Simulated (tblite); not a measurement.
Record of a relaxation.

C₅H₁₂N (doublet state).
Numbering: `[CH2:1][C@H:2]([CH3:3])[C@@H:4]([CH3:5])[NH2:6]` (hydrogens: H7, H8 on C1; H9 on C2; H10, H11, H12 on C3; H13 on C4; H14, H15, H16 on C5; H17, H18 on N6)

Computed with GFN2-xTB (tblite), gas phase: L-BFGS steps from a force-field or distance-geometry start until the largest atomic force falls under 0.01 eV/Å. 7 of its 170 geometries are shown.

Step 0: E = -533.9324 eV, largest atomic force 2.151 eV/Å
```
atom  x, y, z in Å  |  force x, y, z in eV/Å
C1     -0.944    0.833   -1.118   -1.909   0.170   0.977
C2     -0.538   -0.440   -0.464    0.304   0.021  -1.037
C3     -1.615   -0.887    0.496   -1.736  -0.609   0.166
C4      0.754   -0.297    0.296    1.118  -0.439   0.472
C5      1.903    0.113   -0.600    0.638  -0.487  -0.907
N6      0.701    0.678    1.355    0.194   0.851   1.081
H7     -0.999    1.698   -0.442    0.629  -0.116  -0.477
H8     -1.956    0.715   -1.547    0.804   0.197  -0.522
H9     -0.450   -1.212   -1.258    0.186   0.279   0.309
H10    -1.429   -0.516    1.520   -0.302  -0.237  -0.648
H11    -1.649   -1.998    0.497   -0.040   0.693   0.266
H12    -2.620   -0.526    0.111    0.953  -0.454   0.742
H13     1.011   -1.281    0.766   -0.190   0.271  -0.154
H14     2.328   -0.770   -1.151   -0.300   0.950   0.449
H15     2.675    0.591    0.024   -0.022  -0.440  -0.536
H16     1.521    0.847   -1.320    0.271  -0.162   0.041
H17    -0.205    1.124    1.524    0.750  -0.063  -0.355
H18     1.503    1.336    1.300   -1.348  -0.426   0.131
```

Step 28: E = -534.5762 eV, largest atomic force 0.072 eV/Å
```
atom  x, y, z in Å  |  force x, y, z in eV/Å
C1     -1.040    0.881   -0.977    0.003  -0.003  -0.021
C2     -0.590   -0.400   -0.403    0.006  -0.003   0.031
C3     -1.645   -1.023    0.548    0.040   0.012  -0.040
C4      0.751   -0.252    0.350   -0.044  -0.011   0.022
C5      1.857    0.100   -0.646   -0.018   0.001   0.021
N6      0.661    0.707    1.451   -0.003  -0.016   0.019
H7     -0.725    1.826   -0.575   -0.045  -0.025  -0.011
H8     -1.704    0.892   -1.820   -0.015  -0.004   0.048
H9     -0.440   -1.116   -1.224   -0.034   0.023   0.032
H10    -1.546   -0.593    1.541   -0.063   0.019  -0.029
H11    -1.486   -2.096    0.620    0.015  -0.002   0.034
H12    -2.651   -0.844    0.179   -0.001  -0.001  -0.018
H13     0.984   -1.227    0.804    0.046  -0.003  -0.003
H14     2.070   -0.753   -1.284    0.012  -0.004  -0.050
H15     2.770    0.377   -0.126    0.033  -0.031   0.023
H16     1.539    0.930   -1.273    0.039   0.047  -0.018
H17    -0.220    1.207    1.430    0.024  -0.001  -0.035
H18     1.405    1.392    1.392    0.005   0.002  -0.004
```

Step 56: E = -534.6280 eV, largest atomic force 0.119 eV/Å
```
atom  x, y, z in Å  |  force x, y, z in eV/Å
C1     -1.093    0.855   -1.013    0.028   0.010   0.012
C2     -0.590   -0.393   -0.410   -0.018  -0.017  -0.023
C3     -1.648   -1.007    0.533    0.021   0.018   0.007
C4      0.749   -0.234    0.336   -0.023  -0.047   0.022
C5      1.867    0.128   -0.647   -0.028   0.000   0.020
N6      0.638    0.676    1.470   -0.002  -0.019   0.004
H7     -0.785    1.824   -0.670    0.026  -0.009  -0.007
H8     -1.901    0.815   -1.719    0.039  -0.020   0.022
H9     -0.424   -1.129   -1.208   -0.041  -0.019  -0.048
H10    -1.824   -0.335    1.364   -0.050   0.021   0.088
H11    -1.278   -1.950    0.922   -0.020  -0.068   0.028
H12    -2.583   -1.179    0.007    0.025   0.023  -0.016
H13     1.008   -1.215    0.761   -0.030  -0.075   0.017
H14     1.880   -0.588   -1.465    0.028   0.023  -0.042
H15     2.830    0.084   -0.144    0.039   0.076   0.005
H16     1.720    1.123   -1.058   -0.007   0.053  -0.026
H17    -0.087    1.366    1.316    0.017   0.075  -0.091
H18     1.512    1.167    1.614   -0.002  -0.025   0.029
```

Step 84: E = -534.6930 eV, largest atomic force 0.036 eV/Å
```
atom  x, y, z in Å  |  force x, y, z in eV/Å
C1     -1.089    0.803   -1.068   -0.025  -0.025  -0.004
C2     -0.606   -0.429   -0.421    0.000  -0.017   0.012
C3     -1.662   -0.984    0.561    0.013  -0.007   0.012
C4      0.737   -0.249    0.313    0.010  -0.006  -0.021
C5      1.836    0.213   -0.655    0.020  -0.009  -0.016
N6      0.561    0.630    1.458    0.013   0.004  -0.006
H7     -0.710    1.772   -0.810   -0.027   0.018  -0.006
H8     -1.941    0.755   -1.720    0.019   0.012   0.008
H9     -0.464   -1.200   -1.194    0.006   0.008  -0.001
H10    -1.794   -0.284    1.381   -0.007  -0.017  -0.017
H11    -1.324   -1.935    0.966   -0.008   0.005  -0.006
H12    -2.613   -1.135    0.056    0.019   0.027  -0.003
H13     1.030   -1.226    0.719   -0.003  -0.008   0.013
H14     1.972   -0.514   -1.450   -0.016  -0.005  -0.022
H15     2.784    0.320   -0.128    0.003   0.005   0.022
H16     1.581    1.171   -1.105   -0.011  -0.014   0.012
H17     0.249    1.543    1.146   -0.006   0.032   0.010
H18     1.445    0.755    1.939    0.001  -0.001   0.012
```

Step 113: E = -534.6970 eV, largest atomic force 0.020 eV/Å
```
atom  x, y, z in Å  |  force x, y, z in eV/Å
C1     -1.108    0.806   -1.063    0.004   0.008   0.002
C2     -0.605   -0.423   -0.424   -0.002  -0.004   0.005
C3     -1.653   -0.998    0.558   -0.006  -0.002   0.006
C4      0.733   -0.233    0.320    0.000  -0.001   0.002
C5      1.843    0.188   -0.653    0.003   0.003  -0.001
N6      0.562    0.687    1.435    0.005   0.002   0.005
H7     -0.887    1.780   -0.674   -0.010  -0.004   0.004
H8     -1.865    0.734   -1.821    0.019  -0.004   0.000
H9     -0.450   -1.183   -1.203   -0.002  -0.002   0.000
H10    -1.725   -0.348    1.424   -0.004   0.002  -0.019
H11    -1.347   -1.989    0.885   -0.007   0.016   0.002
H12    -2.625   -1.069    0.076    0.012  -0.003   0.005
H13     1.007   -1.200    0.760    0.002  -0.003  -0.001
H14     1.958   -0.548   -1.445   -0.004   0.003   0.005
H15     2.792    0.278   -0.126   -0.001   0.011  -0.011
H16     1.603    1.148   -1.108   -0.004  -0.007  -0.005
H17     0.332    1.613    1.089    0.000  -0.007   0.008
H18     1.427    0.764    1.958   -0.005  -0.008  -0.008
```

Step 141: E = -534.7301 eV, largest atomic force 0.081 eV/Å
```
atom  x, y, z in Å  |  force x, y, z in eV/Å
C1     -1.116    0.825   -1.014   -0.034  -0.019  -0.065
C2     -0.634   -0.431   -0.412    0.023   0.021  -0.010
C3     -1.653   -0.982    0.599   -0.009   0.009  -0.011
C4      0.732   -0.246    0.311    0.023  -0.015   0.012
C5      1.815    0.166   -0.694   -0.007  -0.023  -0.007
N6      0.586    0.690    1.411    0.021  -0.046  -0.001
H7     -1.448    1.629   -0.385   -0.017  -0.025  -0.016
H8     -1.226    0.926   -2.077    0.029   0.022   0.072
H9     -0.473   -1.175   -1.199   -0.022   0.003   0.001
H10    -1.760   -0.288    1.427    0.006   0.013  -0.013
H11    -1.315   -1.938    0.991   -0.009   0.004  -0.023
H12    -2.616   -1.118    0.113   -0.009  -0.017   0.035
H13     1.008   -1.211    0.754    0.000  -0.005   0.002
H14     1.949   -0.596   -1.456   -0.012  -0.036  -0.018
H15     2.765    0.306   -0.180    0.024   0.027  -0.011
H16     1.533    1.096   -1.185    0.009   0.026   0.019
H17     0.394    1.617    1.049   -0.010   0.032  -0.012
H18     1.452    0.735    1.936   -0.005   0.029   0.048
```

Step 169: E = -534.7479 eV, largest atomic force 0.009 eV/Å
```
atom  x, y, z in Å  |  force x, y, z in eV/Å
C1     -1.147    0.828   -0.981    0.005   0.002   0.007
C2     -0.652   -0.428   -0.396    0.001   0.001  -0.001
C3     -1.645   -0.997    0.618    0.000   0.003   0.000
C4      0.735   -0.240    0.305    0.003   0.001   0.000
C5      1.818    0.130   -0.715    0.003   0.000  -0.002
N6      0.588    0.729    1.375    0.002   0.003   0.003
H7     -1.814    1.459   -0.426   -0.003   0.000  -0.002
H8     -0.817    1.156   -1.948   -0.002   0.002  -0.005
H9     -0.483   -1.159   -1.197    0.003  -0.002   0.003
H10    -1.730   -0.320    1.462    0.001   0.002   0.005
H11    -1.307   -1.964    0.981   -0.002  -0.002  -0.003
H12    -2.623   -1.119    0.158   -0.003  -0.005   0.000
H13     1.003   -1.195    0.773   -0.006  -0.002   0.002
H14     1.888   -0.626   -1.493   -0.002   0.002  -0.003
H15     2.787    0.205   -0.222   -0.001   0.003   0.001
H16     1.590    1.088   -1.178    0.004  -0.003  -0.002
H17     0.346    1.634    0.982    0.003  -0.005   0.002
H18     1.457    0.825    1.889   -0.007   0.001  -0.003
```

Q: Summarise the path.

A: The energy falls by 18.81 kcal/mol from step 0 to step 169; nine tenths of that is first reached at step 65. It rises by more than 0.2 meV at steps 62, 121 and 136. The largest force goes from 2.151 to 0.009 eV/Å. Among the bonds C2–C4 changes most, from 1.506 to 1.565 Å; the atoms move by 0.551 Å rms after alignment.

Q: Follow the three bonds and two angles with the largest change from start to end.

A: 
```json
{"step": "0", "E above end (kcal/mol)": "18.81", "largest force (eV/Å)": "2.151", "C2–C4 (Å)": "1.506", "C3–H12 (Å)": "1.135", "C5–H14 (Å)": "1.124", "H7–C1–H8 (°)": "106.1", "C2–C1–H8 (°)": "109.2"}
{"step": "7", "E above end (kcal/mol)": "6.78", "largest force (eV/Å)": "0.346", "C2–C4 (Å)": "1.544", "C3–H12 (Å)": "1.095", "C5–H14 (Å)": "1.093", "H7–C1–H8 (°)": "118.4", "C2–C1–H8 (°)": "117.3"}
{"step": "15", "E above end (kcal/mol)": "4.95", "largest force (eV/Å)": "0.335", "C2–C4 (Å)": "1.542", "C3–H12 (Å)": "1.090", "C5–H14 (Å)": "1.092", "H7–C1–H8 (°)": "116.8", "C2–C1–H8 (°)": "118.8"}
{"step": "22", "E above end (kcal/mol)": "4.27", "largest force (eV/Å)": "0.183", "C2–C4 (Å)": "1.542", "C3–H12 (Å)": "1.088", "C5–H14 (Å)": "1.087", "H7–C1–H8 (°)": "117.5", "C2–C1–H8 (°)": "120.2"}
{"step": "29", "E above end (kcal/mol)": "3.94", "largest force (eV/Å)": "0.075", "C2–C4 (Å)": "1.543", "C3–H12 (Å)": "1.087", "C5–H14 (Å)": "1.086", "H7–C1–H8 (°)": "117.8", "C2–C1–H8 (°)": "120.2"}
{"step": "37", "E above end (kcal/mol)": "3.41", "largest force (eV/Å)": "0.189", "C2–C4 (Å)": "1.546", "C3–H12 (Å)": "1.089", "C5–H14 (Å)": "1.087", "H7–C1–H8 (°)": "116.9", "C2–C1–H8 (°)": "120.2"}
{"step": "44", "E above end (kcal/mol)": "3.15", "largest force (eV/Å)": "0.065", "C2–C4 (Å)": "1.544", "C3–H12 (Å)": "1.088", "C5–H14 (Å)": "1.088", "H7–C1–H8 (°)": "117.7", "C2–C1–H8 (°)": "119.9"}
{"step": "51", "E above end (kcal/mol)": "2.96", "largest force (eV/Å)": "0.084", "C2–C4 (Å)": "1.542", "C3–H12 (Å)": "1.087", "C5–H14 (Å)": "1.088", "H7–C1–H8 (°)": "117.7", "C2–C1–H8 (°)": "119.7"}
{"step": "59", "E above end (kcal/mol)": "2.52", "largest force (eV/Å)": "0.191", "C2–C4 (Å)": "1.541", "C3–H12 (Å)": "1.086", "C5–H14 (Å)": "1.091", "H7–C1–H8 (°)": "117.2", "C2–C1–H8 (°)": "118.6"}
{"step": "66", "E above end (kcal/mol)": "1.71", "largest force (eV/Å)": "0.159", "C2–C4 (Å)": "1.537", "C3–H12 (Å)": "1.087", "C5–H14 (Å)": "1.089", "H7–C1–H8 (°)": "117.9", "C2–C1–H8 (°)": "118.0"}
{"step": "73", "E above end (kcal/mol)": "1.34", "largest force (eV/Å)": "0.060", "C2–C4 (Å)": "1.540", "C3–H12 (Å)": "1.086", "C5–H14 (Å)": "1.087", "H7–C1–H8 (°)": "117.2", "C2–C1–H8 (°)": "119.4"}
{"step": "81", "E above end (kcal/mol)": "1.28", "largest force (eV/Å)": "0.032", "C2–C4 (Å)": "1.540", "C3–H12 (Å)": "1.087", "C5–H14 (Å)": "1.087", "H7–C1–H8 (°)": "117.9", "C2–C1–H8 (°)": "119.3"}
{"step": "88", "E above end (kcal/mol)": "1.24", "largest force (eV/Å)": "0.026", "C2–C4 (Å)": "1.540", "C3–H12 (Å)": "1.087", "C5–H14 (Å)": "1.087", "H7–C1–H8 (°)": "117.4", "C2–C1–H8 (°)": "119.4"}
{"step": "96", "E above end (kcal/mol)": "1.22", "largest force (eV/Å)": "0.026", "C2–C4 (Å)": "1.541", "C3–H12 (Å)": "1.087", "C5–H14 (Å)": "1.087", "H7–C1–H8 (°)": "117.7", "C2–C1–H8 (°)": "119.2"}
{"step": "103", "E above end (kcal/mol)": "1.20", "largest force (eV/Å)": "0.042", "C2–C4 (Å)": "1.541", "C3–H12 (Å)": "1.087", "C5–H14 (Å)": "1.088", "H7–C1–H8 (°)": "117.7", "C2–C1–H8 (°)": "119.1"}
{"step": "110", "E above end (kcal/mol)": "1.18", "largest force (eV/Å)": "0.017", "C2–C4 (Å)": "1.542", "C3–H12 (Å)": "1.087", "C5–H14 (Å)": "1.087", "H7–C1–H8 (°)": "117.5", "C2–C1–H8 (°)": "119.4"}
{"step": "118", "E above end (kcal/mol)": "1.15", "largest force (eV/Å)": "0.070", "C2–C4 (Å)": "1.543", "C3–H12 (Å)": "1.085", "C5–H14 (Å)": "1.087", "H7–C1–H8 (°)": "117.7", "C2–C1–H8 (°)": "119.0"}
{"step": "125", "E above end (kcal/mol)": "0.97", "largest force (eV/Å)": "0.142", "C2–C4 (Å)": "1.549", "C3–H12 (Å)": "1.087", "C5–H14 (Å)": "1.088", "H7–C1–H8 (°)": "117.7", "C2–C1–H8 (°)": "120.0"}
{"step": "132", "E above end (kcal/mol)": "0.78", "largest force (eV/Å)": "0.086", "C2–C4 (Å)": "1.552", "C3–H12 (Å)": "1.086", "C5–H14 (Å)": "1.088", "H7–C1–H8 (°)": "118.1", "C2–C1–H8 (°)": "121.1"}
{"step": "140", "E above end (kcal/mol)": "0.48", "largest force (eV/Å)": "0.206", "C2–C4 (Å)": "1.555", "C3–H12 (Å)": "1.086", "C5–H14 (Å)": "1.086", "H7–C1–H8 (°)": "118.5", "C2–C1–H8 (°)": "121.1"}
{"step": "147", "E above end (kcal/mol)": "0.23", "largest force (eV/Å)": "0.077", "C2–C4 (Å)": "1.565", "C3–H12 (Å)": "1.089", "C5–H14 (Å)": "1.086", "H7–C1–H8 (°)": "118.3", "C2–C1–H8 (°)": "121.7"}
{"step": "154", "E above end (kcal/mol)": "0.05", "largest force (eV/Å)": "0.055", "C2–C4 (Å)": "1.566", "C3–H12 (Å)": "1.087", "C5–H14 (Å)": "1.087", "H7–C1–H8 (°)": "118.7", "C2–C1–H8 (°)": "120.9"}
{"step": "162", "E above end (kcal/mol)": "0.01", "largest force (eV/Å)": "0.025", "C2–C4 (Å)": "1.566", "C3–H12 (Å)": "1.087", "C5–H14 (Å)": "1.087", "H7–C1–H8 (°)": "118.5", "C2–C1–H8 (°)": "120.9"}
{"step": "169", "E above end (kcal/mol)": "0.00", "largest force (eV/Å)": "0.009", "C2–C4 (Å)": "1.565", "C3–H12 (Å)": "1.087", "C5–H14 (Å)": "1.087", "H7–C1–H8 (°)": "118.5", "C2–C1–H8 (°)": "121.0"}
```

What follows is the cost of the whole relaxation. Time: 0.83 s. Hardware: an Arm Neoverse V1 with one thread (shared host).
